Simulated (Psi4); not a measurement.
**UBHLYP/6-311+G(d,p) run of SiNH4O (SMILES N[SiH]O)**

What is the vertical doublet–quartet gap of SiNH4O at UBHLYP/6-311+G**? 

The calculation is run with Psi4 1.11.

4 further runs of the same task are left out: 2 that didn't finish, 2 set aside as unsound or not needed. Runs told in other sessions of the task aren't counted.

## Step 1: The molecule

SiNH4O: 7 atoms, total charge 0, spin state doublet. SMILES: `N[SiH]O`. The shape is that of a PBE0-D4/def2-TZVP optimisation. This is one conformer, not always the lowest.

Bond lengths: N1–Si2 1.723 Å, Si2–O3 1.649 Å, N1–H4 1.008 Å, N1–H5 1.009 Å, Si2–H6 1.500 Å, O3–H7 0.961 Å. Angles: N1–Si2–O3 109.4°, N1–Si2–H6 104.3°, O3–Si2–H6 112.7°, Si2–N1–H4 120.5°, Si2–N1–H5 118.7°, Si2–O3–H7 115.8°, H4–N1–H5 110.8°.

## Step 2: Energy and forces at UBHLYP/6-311+G(d,p)

job.dat reads:

```
memory 2.2 GB

molecule mol {
  0 2
  N     -0.694900     0.548300    -0.575200
  Si     0.293100     0.159000     0.781300
  O      1.622900    -0.672400     0.270300
  H     -0.355900     1.168100    -1.294800
  H     -1.685800     0.673200    -0.432900
  H     -0.599100    -0.661900     1.664700
  H      1.480900    -1.282400    -0.459000
  symmetry c1
  no_reorient
  no_com
}

set basis 6-311+G**
set reference uks
set puream true
set e_convergence 1e-09
set d_convergence 1e-08
set scf_type pk
set dft_radial_points 99
set dft_spherical_points 590
set maxiter 100

e, wfn = gradient("bhhlyp", return_wfn=True)
```

Launch:

```bash
$ psi4 -n 1 job.dat job.out
```

job.out:

```text
[...]
  Running in c1 symmetry.
[...]
  Nuclear repulsion =  111.033668793337768
[...]
  Multiplicity = 2
[...]
  Nalpha       = 17
  Nbeta        = 16
[...]
    Number of basis functions: 98
[...]
   @UKS iter   1:  -421.55507684286147   -3.75119e-01   9.38849e-03 DIIS/ADIIS
[...]
   @UKS iter  13:  -421.87202939675046   -3.69482e-12   3.58065e-09 DIIS
[...]
   @S^2 Observed:                7.527247803E-01
[...]
    Orbital Energies [Eh]
    ---------------------
    Alpha Occupied:
       1A    -67.157166     2A    -19.677272     3A    -14.789938
       4A     -5.626275     5A     -3.893792     6A     -3.889648
       7A     -3.888265     8A     -1.143569     9A     -0.982633
      10A     -0.643231    11A     -0.580779    12A     -0.561580
      13A     -0.462997    14A     -0.444069    15A     -0.402437
      16A     -0.370078    17A     -0.241224
    Alpha Virtual:
      18A      0.013338    19A      0.027544    20A      0.044825
      21A      0.055967    22A      0.100070    23A      0.103655
      24A      0.123953    25A      0.132549    26A      0.152245
[...]
  @UKS Final Energy:  -421.87202939675046
   => Energetics <=
    Nuclear Repulsion Energy =            111.0336687933377675
    One-Electron Energy =                -802.6124989399493188
    Two-Electron Energy =                 289.3003739658034874
    DFT Exchange-Correlation Energy =     -19.5935732159423672
    Empirical Dispersion Energy =           0.0000000000000000
    VV10 Nonlocal Energy =                  0.0000000000000000
    Total Energy =                       -421.8720293967504631
  UHF NO Occupations:
  HONO-2 :   15  A 1.9996475
  HONO-1 :   16  A 1.9991330
[...]
 Multipole Moments:
 ------------------------------------------------------------------------------------
     Multipole            Electronic (a.u.)      Nuclear  (a.u.)        Total (a.u.)
 ------------------------------------------------------------------------------------
 L = 1.  Multiply by 2.5417464519 to convert [e a0] to [Debye]
 Dipole X            :        -21.6030519           20.9049063           -0.6981456
 Dipole Y            :         -0.8934828            1.0996316            0.2061488
 Dipole Z            :        -16.7484082           16.1613158           -0.5870925
 Magnitude           :                                                    0.9351910
[...]
  -Total Gradient:
     Atom            X                  Y                   Z
    ------   -----------------  -----------------  -----------------
       1        0.002481543758    -0.004833454172     0.002511095554
       2        0.004260223642     0.000089275689    -0.006004093702
       3        0.002866179590     0.007640478559     0.009569908246
       4        0.002563374270     0.003614915951    -0.003169367412
       5       -0.005185388591     0.000754186401     0.001764004844
       6       -0.003091386728    -0.002014503130     0.002410122278
       7       -0.003902828449    -0.005243227249    -0.007082850194
[...]
```

Wall time 21 s (1 thread of Intel Xeon 6975P-C (Granite Rapids), shared host); peak memory 0.85 GiB.

## Step 3: The quartet at the same level

input.dat reads:

```
memory 2200 mb

molecule system {
  0 4
  N
  Si 1 r2
  O 2 r3 1 a3
  H 1 r4 2 a4 3 d4
  H 1 r5 4 a5 2 d5
  H 2 r6 3 a6 1 d6
  H 3 r7 2 a7 6 d7

  r2 = 1.722728
  r3 = 1.649459
  a3 = 109.41018
  r4 = 1.008413
  a4 = 120.53013
  d4 = -64.39333
  r5 = 1.008827
  a5 = 110.77865
  d5 = 145.09283
  r6 = 1.500098
  a6 = 112.71261
  d6 = 115.50188
  r7 = 0.961323
  a7 = 115.83471
  d7 = 79.12854
  symmetry c1
  no_reorient
  no_com
}

set basis 6-311+G**
set reference uks
set puream true
set e_convergence 1e-09
set d_convergence 1e-06
set scf_type pk
set dft_radial_points 99
set dft_spherical_points 590
set maxiter 100
set soscf true
set soscf_start_convergence 0.001

e_tot, wfn = gradient("bhhlyp", return_wfn=True)
oeprop(wfn, "MULLIKEN_CHARGES", "MAYER_INDICES", "WIBERG_LOWDIN_INDICES", title="BHHLYP")
print_variables()
```

Launch:

```bash
$ psi4 -n 1 input.dat output.dat
```

output.dat, cut to the lines that bear on the results:

```text
[...]
  Running in c1 symmetry.
[...]
  Nuclear repulsion =  111.033663723902194
[...]
  Multiplicity = 4
[...]
  Nalpha       = 18
  Nbeta        = 15
[...]
    Number of basis functions: 98
[...]
   @UKS iter   1:  -421.25046963637891   -7.05113e-02   9.04204e-03 DIIS/ADIIS
[...]
   @UKS iter  43:  -421.63648349756846   -9.06084e-11   1.87557e-08 SOKS, nmicro=conv
[...]
   @S^2 Observed:                3.755337934E+00
[...]
  @UKS Final Energy:  -421.63648349756846
   => Energetics <=
    Nuclear Repulsion Energy =            111.0336637239021940
    One-Electron Energy =                -800.0228684826616927
    Two-Electron Energy =                 286.8752537428479172
    DFT Exchange-Correlation Energy =     -19.5225324816569170
    Empirical Dispersion Energy =           0.0000000000000000
    VV10 Nonlocal Energy =                  0.0000000000000000
    Total Energy =                       -421.6364834975684630
  UHF NO Occupations:
  HONO-2 :   16  A 1.0000000
  HONO-1 :   17  A 1.0000000
[...]
 Multipole Moments:
[...]
  -Total Gradient:
     Atom            X                  Y                   Z
    ------   -----------------  -----------------  -----------------
       1       -0.006845133258    -0.004239512329     0.034423406283
       2        0.008664496380     0.005185969941    -0.086141047529
       3        0.010561016242    -0.002198923470     0.014850669030
       4       -0.020832213203     0.017860346081     0.019290064652
       5        0.024365359053    -0.018320770445     0.023039925677
       6       -0.009049832681     0.002097546750     0.002596734923
       7       -0.006861230487    -0.000376225554    -0.008066783089
[...]
  Mulliken Charges: (a.u.)
   Center  Symbol    Alpha    Beta     Spin     Total
       1     N     3.72273  3.09336  0.62936  0.18391
       2    SI     8.27640  6.13376  2.14264 -0.41016
       3     O     4.10395  4.26041 -0.15646 -0.36436
       4     H     0.46121  0.33475  0.12646  0.20403
       5     H     0.46720  0.33251  0.13469  0.20030
       6     H     0.57898  0.49796  0.08101 -0.07694
       7     H     0.38953  0.34724  0.04229  0.26322
   Total alpha = 18.00000, Total beta = 15.00000, Total charge =  0.00000
  Mayer Bond Indices:
[...]
```

Run time: 4.4 min. Hardware: 1 thread of Intel Xeon 6975P-C (Granite Rapids), shared host; peak memory 0.85 GiB.

## Step 4: What came out

Level: UBHLYP/6-311+G**.

| quantity | value |
| --- | --- |
| doublet: total energy | -421.87203 Eh |
| doublet: dipole moment | 2.38 D |
| doublet: HOMO energy (highest over α and β) | -6.56 eV |
| doublet: LUMO energy (lowest over α and β) | -1.12 eV |
| doublet: ⟨S²⟩ | 0.753 |
| doublet: largest force on an atom | 0.647 eV/Å |
| quartet: total energy | -421.63648 Eh |
| quartet: dipole moment | 0.96 D |
| quartet: HOMO energy (highest over α and β) | -3.01 eV |
| quartet: ⟨S²⟩ | 3.755 |
| quartet: largest force on an atom | 4.460 eV/Å |
| vertical energy of the quartet above the doublet | 6.410 eV |

What this shows: At this shape the quartet lies 6.41 eV (148 kcal/mol) above the doublet. The largest force (doublet) is 0.65 eV/Å: the shape isn't a stationary point for this species at this level. With no_com the log's rotational constants are taken about the origin, not the centre of mass, so they aren't the molecule's. Mulliken charges (quartet) run from -0.41 on Si2 to +0.26 on H7; in a basis this large or diffuse they mean little.
